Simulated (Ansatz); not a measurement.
# Band gap of wurtzite GaN: levels of theory against measurement

Reference value: 3.68 eV (measured, zero-point renormalisation of 0.17 eV added back here (the table's ZPR column); inputs from Chen et al. (2018), doi:10.1103/physrevmaterials.2.073803).

Task: Which of these levels comes closest to the reference?
(A) LDA (Ansatz, an electronic-structure program)
(B) r²SCANh (Ansatz)
(C) Hartree–Fock (Ansatz)
(D) PBE-D3(BJ) (Ansatz)

Result: B, r²SCANh (Ansatz)

```
level (code)               value (eV)  cell (Å³/atom)  error (eV)
---------------------  --------------  --------------  ----------
LDA (Ansatz)            1.91 (direct)           11.42       -1.77
PBE-D3(BJ) (Ansatz)     1.85 (direct)           11.52       -1.83
r²SCANh (Ansatz)        3.12 (direct)           11.28       -0.56
Hartree–Fock (Ansatz)  10.69 (direct)           11.42       +7.01
```

Closest of the ranked levels: r²SCANh (-0.56 eV). Farthest off among them: Hartree–Fock (+7.01 eV). Every ranked level misses the reference by more than 0.2 eV. Even the nearest is off by 0.56 eV.

Semilocal Kohn–Sham gaps run low as a rule, and all computed gaps are for a static lattice, while measured ones hold electron–phonon shifts unless said otherwise. Levels without +SOC have no spin–orbit coupling; where heavier elements are present it shifts gaps, mostly down, and can invert bands.  r²SCANh, Hartree–Fock: the gap is read on the k mesh or supercell of the run alone and can be too large. Values are at the measured cell; PBE-D3(BJ) at the level's own equilibrium cell; r²SCANh at the level's own equilibrium cell. Cutoffs and k meshes differ between the levels. Ansatz's density-functional and Hartree–Fock values are scalar-relativistic unless marked +SOC, with PAW data made under PBE.

Differences are worked out from the printed values.
